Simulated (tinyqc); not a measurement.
Inside a calculation (part 2 of 2). Method: CIS and TDHF on RHF in the sto-3g basis, for H2O, spin multiplicity 1. Computed by tinyqc, a small Python program that keeps every step (integrals from PySCF). Command: `OMP_NUM_THREADS=1 python tinyqc.py 20921 20922 out.jsonl` (the two numbers bound the seeds that draw the settings). One thread of a shared host (Intel(R) Xeon(R) Processor @ 2.60GHz), about 0.1 s of CPU time with the checks.

Geometry (angstrom):
```
atom        x         y        z
O     0.00000   0.00000  0.00000
H     0.00000   0.75400  0.60100
H     0.00000  -0.81700  0.65200
```

## CIS singlet states

CIS matrix A, singlet (hartree):
```
          1>6       1>7       2>6       2>7       3>6       3>7       4>6       4>7
1>6  20.05859   0.01626   0.02574  -0.00726   0.00384  -0.01935  -0.02301   0.00325
1>7   0.01626  20.13489  -0.00701   0.04349   0.00106  -0.01041   0.00124  -0.02827
2>6   0.02574  -0.00701   1.38647   0.01934  -0.00844   0.05027   0.05820   0.02171
2>7  -0.00726   0.04349   0.01934   1.45976  -0.03004   0.01145   0.02978  -0.01041
3>6   0.00384   0.00106  -0.00844  -0.03004   0.72972  -0.03534  -0.05373   0.03127
3>7  -0.01935  -0.01041   0.05027   0.01145  -0.03534   0.98465   0.10911   0.02822
4>6  -0.02301   0.00124   0.05820   0.02978  -0.05373   0.10911   0.61437   0.00507
4>7   0.00325  -0.02827   0.02171  -0.01041   0.03127   0.02822   0.00507   0.68839
5>6   0.00000   0.00000   0.00000   0.00000   0.00000   0.00000   0.00000   0.00000
5>7   0.00000   0.00000   0.00000   0.00000   0.00000   0.00000   0.00000   0.00000

         5>6      5>7
1>6  0.00000  0.00000
1>7  0.00000  0.00000
2>6  0.00000  0.00000
2>7  0.00000  0.00000
3>6  0.00000  0.00000
3>7  0.00000  0.00000
4>6  0.00000  0.00000
4>7  0.00000  0.00000
5>6  0.42610  0.01344
5>7  0.01344  0.52044
```

dipole integrals <i|r|a> (bohr):
```
            x         y         z
1>6   0.00000   0.01618  -0.04247
1>7   0.00000  -0.05300  -0.01307
2>6   0.00000   0.00082   0.08365
2>7   0.00000   0.12526   0.05470
3>6   0.00000   0.80200  -0.19083
3>7   0.00000   0.25694   0.63861
4>6   0.00000  -0.27866   0.52527
4>7   0.00000   0.65145   0.09912
5>6  -0.06905   0.00000   0.00000
5>7  -0.02102   0.00000   0.00000
```

Diagonalise A (1 hartree = 27.211386 eV); each vector has its largest component positive (the first on a tie). The transition dipole is mu = sqrt2 sum c_ia <i|r|a>.

singlet excitation energies (eV): 11.54363  14.21307  15.50967  18.17154  20.42533  27.52744  37.89154  40.01815  545.73445  547.99238

lowest vectors:
```
      state 1  state 2   state 3   state 4   state 5   state 6
1>6   0.00000  0.00000   0.00091  -0.00003  -0.00029   0.00149
1>7   0.00000  0.00000  -0.00024   0.00120   0.00063   0.00063
2>6   0.00000  0.00000  -0.04892  -0.03058  -0.00175  -0.16960
2>7   0.00000  0.00000  -0.01893  -0.00671   0.04801  -0.04191
3>6   0.00000  0.00000   0.27192  -0.42842   0.84718  -0.14903
3>7   0.00000  0.00000  -0.21280  -0.16733   0.15440   0.93845
4>6   0.00000  0.00000   0.93548   0.13525  -0.18307   0.25062
4>7   0.00000  0.00000  -0.05388   0.87703   0.47184   0.06136
5>6   0.99038  0.13838   0.00000   0.00000   0.00000   0.00000
5>7  -0.13838  0.99038   0.00000   0.00000   0.00000   0.00000
```

oscillator strengths 2/3 w |mu|^2: 0.00242  0.00064  0.07908  0.03405  1.18698  0.76657

## TDHF (RPA) singlet states

Given earlier and not repeated: Two-electron integrals over orbitals (pq|rs).

B(ia,jb) = 2 (ia|jb) - (ib|ja); the squared energies are the eigenvalues of (A - B)(A + B); 1 hartree = 27.211386 eV.

TDHF matrix B, singlet (hartree):
```
          1>6       1>7       2>6       2>7       3>6       3>7       4>6       4>7
1>6   0.02826   0.00338   0.00920  -0.00345   0.00028  -0.01625  -0.00212   0.00486
1>7   0.00338   0.02195  -0.00308   0.01729   0.01437  -0.00217   0.00185  -0.01145
2>6   0.00920  -0.00308   0.09494   0.01291  -0.02820   0.10446   0.05443   0.01530
2>7  -0.00345   0.01729   0.01291   0.06891  -0.01600   0.03362   0.02740  -0.01069
3>6   0.00028   0.01437  -0.02820  -0.01600   0.07752  -0.02234  -0.04151  -0.00201
3>7  -0.01625  -0.00217   0.10446   0.03362  -0.02234   0.14787   0.11475   0.03019
4>6  -0.00212   0.00185   0.05443   0.02740  -0.04151   0.11475   0.08401  -0.00648
4>7   0.00486  -0.01145   0.01530  -0.01069  -0.00201   0.03019  -0.00648   0.06563
5>6   0.00000   0.00000   0.00000   0.00000   0.00000   0.00000   0.00000   0.00000
5>7   0.00000   0.00000   0.00000   0.00000   0.00000   0.00000   0.00000   0.00000

         5>6      5>7
1>6  0.00000  0.00000
1>7  0.00000  0.00000
2>6  0.00000  0.00000
2>7  0.00000  0.00000
3>6  0.00000  0.00000
3>7  0.00000  0.00000
4>6  0.00000  0.00000
4>7  0.00000  0.00000
5>6  0.03584  0.00395
5>7  0.00395  0.02587
```

squared energies w^2 (hartree^2): 0.17874  0.27205  0.31982  0.44136  0.55612  0.97093  1.90717  2.14358  402.21633  405.55134

TDHF energies from the positive w^2 (eV): 11.50445  14.19312  15.38883  18.07790  20.29241  26.81296  37.57906  39.84015  545.73338  547.99121

## CIS matrix, triplets

orbital energies (hartree): MO1 -20.25021, MO2 -1.24908, MO3 -0.59103, MO4 -0.45076, MO5 -0.39030, MO6 0.55133, MO7 0.69684

A(ia,jb) = (e_a - e_i) d_ij d_ab - (ij|ab).

CIS matrix A, triplet (hartree):
```
          1>6       1>7       2>6       2>7       3>6       3>7       4>6       4>7
1>6  20.00208   0.00951   0.00735  -0.00061   0.00328  -0.00727  -0.01878  -0.00446
1>7   0.00951  20.09098  -0.00061   0.00891  -0.00727  -0.00607  -0.00446  -0.00538
2>6   0.00735  -0.00061   1.19658  -0.00648   0.04795  -0.07834  -0.05066  -0.01696
2>7  -0.00061   0.00891  -0.00648   1.32194  -0.07834  -0.05579  -0.01696   0.01097
3>6   0.00328  -0.00727   0.04795  -0.07834   0.57467   0.00935   0.02930  -0.04256
3>7  -0.00727  -0.00607  -0.07834  -0.05579   0.00935   0.68891  -0.04256  -0.03217
4>6  -0.01878  -0.00446  -0.05066  -0.01696   0.02930  -0.04256   0.44635   0.01803
4>7  -0.00446  -0.00538  -0.01696   0.01097  -0.04256  -0.03217   0.01803   0.55713
5>6   0.00000   0.00000   0.00000   0.00000   0.00000   0.00000   0.00000   0.00000
5>7   0.00000   0.00000   0.00000   0.00000   0.00000   0.00000   0.00000   0.00000

         5>6      5>7
1>6  0.00000  0.00000
1>7  0.00000  0.00000
2>6  0.00000  0.00000
2>7  0.00000  0.00000
3>6  0.00000  0.00000
3>7  0.00000  0.00000
4>6  0.00000  0.00000
4>7  0.00000  0.00000
5>6  0.35443  0.00554
5>7  0.00554  0.46870
```

## CIS triplet states

Diagonalise A (1 hartree = 27.211386 eV); each vector has its largest component positive (the first on a tie).

triplet excitation energies (eV): 9.63716  11.49695  12.76127  14.25952  16.18903  18.88348  33.04275  36.34983  544.25763  546.73114

lowest vectors:
```
      state 1   state 2  state 3  state 4   state 5   state 6
1>6   0.00000   0.00093  0.00000  0.00039  -0.00014   0.00004
1>7   0.00000   0.00012  0.00000  0.00051   0.00007   0.00016
2>6   0.00000   0.09077  0.00000  0.02399  -0.09057   0.10603
2>7   0.00000   0.00808  0.00000  0.06320   0.07891   0.09573
3>6   0.00000  -0.25823  0.00000  0.54591   0.78003   0.10430
3>7   0.00000   0.16787  0.00000  0.21384  -0.21656   0.92301
4>6   0.00000   0.93410  0.00000  0.23829   0.17115  -0.19499
4>7   0.00000  -0.15584  0.00000  0.77130  -0.54857  -0.28063
5>6   0.99883   0.00000  0.04833  0.00000   0.00000   0.00000
5>7  -0.04833   0.00000  0.99883  0.00000   0.00000   0.00000
```

## TDHF (RPA) triplet states

B(ia,jb) = - (ib|ja); the squared energies are the eigenvalues of (A - B)(A + B); 1 hartree = 27.211386 eV.

TDHF matrix B, triplet (hartree):
```
          1>6       1>7       2>6       2>7       3>6       3>7       4>6       4>7
1>6  -0.02826  -0.00338  -0.00920   0.00320  -0.00028  -0.00417   0.00212  -0.00285
1>7  -0.00338  -0.02195   0.00333  -0.01729   0.00604   0.00217  -0.00385   0.01145
2>6  -0.00920   0.00333  -0.09494  -0.01291   0.02820  -0.02415  -0.05443  -0.02337
2>7   0.00320  -0.01729  -0.01291  -0.06891  -0.06431  -0.03362  -0.01933   0.01069
3>6  -0.00028   0.00604   0.02820  -0.06431  -0.07752   0.02234   0.04151  -0.07583
3>7  -0.00417   0.00217  -0.02415  -0.03362   0.02234  -0.14787  -0.03691  -0.03019
4>6   0.00212  -0.00385  -0.05443  -0.01933   0.04151  -0.03691  -0.08401   0.00648
4>7  -0.00285   0.01145  -0.02337   0.01069  -0.07583  -0.03019   0.00648  -0.06563
5>6   0.00000   0.00000   0.00000   0.00000   0.00000   0.00000   0.00000   0.00000
5>7   0.00000   0.00000   0.00000   0.00000   0.00000   0.00000   0.00000   0.00000

          5>6       5>7
1>6   0.00000   0.00000
1>7   0.00000   0.00000
2>6   0.00000   0.00000
2>7   0.00000   0.00000
3>6   0.00000   0.00000
3>7   0.00000   0.00000
4>6   0.00000   0.00000
4>7   0.00000   0.00000
5>6  -0.03584  -0.00395
5>7  -0.00395  -0.02587
```

squared energies w^2 (hartree^2): 0.12416  0.15362  0.21922  0.25231  0.34599  0.46327  1.46326  1.77390  400.04290  403.68699

TDHF energies from the positive w^2 (eV): 9.58813  10.66536  12.74061  13.66840  16.00609  18.52107  32.91630  36.24226  544.25691  546.73018
